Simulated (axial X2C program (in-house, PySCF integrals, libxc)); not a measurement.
AlNC⁺: properties at the nuclei

Calculated with an in-house all-electron X2C program for linear molecules (integrals from PySCF): two-component X2C with atomic mean-field Coulomb and Gaunt terms, Gaussian nuclei, basis Al dyall-v3z, N dyall-av3z, C dyall-v3z with contracted cores.

Al–N–C held linear, with bonds 1.755 and 1.188 Å (near the PBE0 minimum at charge 1 of the determinant lowest at the starting distance; the state shown can have its own minimum elsewhere, held linear; other orders of the atoms were not compared).

Determinant lowest in the PBE0 search, Ω = 1/2 (⟨Sz⟩ = 0.50, ⟨Lz⟩ = 0.00 at PBE0), spin on the atoms Al 0.40, N 0.07, C 0.03:

```json
{"level": "PBE0", "Eeff magnitude (GV/cm)": "0.197", "Ws magnitude Al (kHz)": "0.145", "A∥/gI Al (MHz)": "1580", "qzz Al (a.u.)": "-1.16", "A∥/gI N (MHz)": "87.1", "qzz N (a.u.)": "-0.04", "A∥/gI C (MHz)": "28.1", "qzz C (a.u.)": "-1.02"}
{"level": "HF", "Eeff magnitude (GV/cm)": "0.216", "Ws magnitude Al (kHz)": "0.158", "A∥/gI Al (MHz)": "1800", "qzz Al (a.u.)": "-1.34", "A∥/gI N (MHz)": "141", "qzz N (a.u.)": "-0.16", "A∥/gI C (MHz)": "5.12", "qzz C (a.u.)": "-1.26"}
{"level": "PBE", "Eeff magnitude (GV/cm)": "0.165", "Ws magnitude Al (kHz)": "0.125", "A∥/gI Al (MHz)": "1320", "qzz Al (a.u.)": "-1.10", "A∥/gI N (MHz)": "50.4", "qzz N (a.u.)": "-0.03", "A∥/gI C (MHz)": "109", "qzz C (a.u.)": "-0.87"}
```

Eeff is the effective electric field on the electron electric dipole moment in this Ω state and Ws the scalar–pseudoscalar constant of the nucleus named (defined with the proton number Z and per Ω); A∥ (defined per Ω) follows by multiplying with gI = μI/(I μN); qzz is the electric field gradient, eQq0 = 234.96 MHz × Q/barn × qzz. The operators were transformed with the bare-nucleus X2C matrices; with these basis sets, hyperfine constants and field gradients can be off by tens of per cent, and where levels differ in sign neither size nor sign is settled.

Problem. With gI(27Al) = 1.4566, Q(27Al) = 0.1466 barn (g factors from the IAEA table of nuclear moments by Stone; Q from Pyykkö, Mol. Phys. 2018), turn the PBE0 values of the first state into constants in MHz.

Solution. A∥(27Al) = 1580 × 1.4566 = 2300 MHz; eQq0(27Al) = 234.96 × (0.1466) × (-1.16) = -40 MHz.

The molecule was held linear; bending was not examined, so a bent shape may lie lower.

Each state is one determinant with collinear spin. Unrestricted Hartree–Fock can overshoot spin polarisation at the nuclei. The search compared states at one distance, so a state with another bond length can lie lower. Where a field gradient or hyperfine factor spreads by more than a factor of two over the levels, a constant derived from it is not to be relied on.
